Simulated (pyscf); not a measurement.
Single points on ωB97X-D3(BJ)/def2-SVP structures (PySCF, gas phase).

Task: For the elementary gas-phase step H₂N–SiH₂–OH + H₂ -> HO–SiH₃ + NH₃ (singlet surface; N–Si, H–H broken, H–Si, H–N formed), what barrier and reaction energy does ωB97M-D3(BJ)/def2-TZVP give, measured from the separated reactants?

Result: ΔE‡ = 1.99 eV, ΔE = +0.50 eV. Zero-point energy shifts the barrier by +0.15 eV. It is a four-centre exchange, with an imaginary mode of 1330i cm⁻¹. On the product side the descent ends in a complex, 0.23 eV under the separated species and 1.73 eV under the saddle at ωB97X-D3(BJ)/def2-TZVP. At the saddle there is also a short H–Si contact that neither side keeps. This is the saddle that the search found; another between the same sides may lie lower.
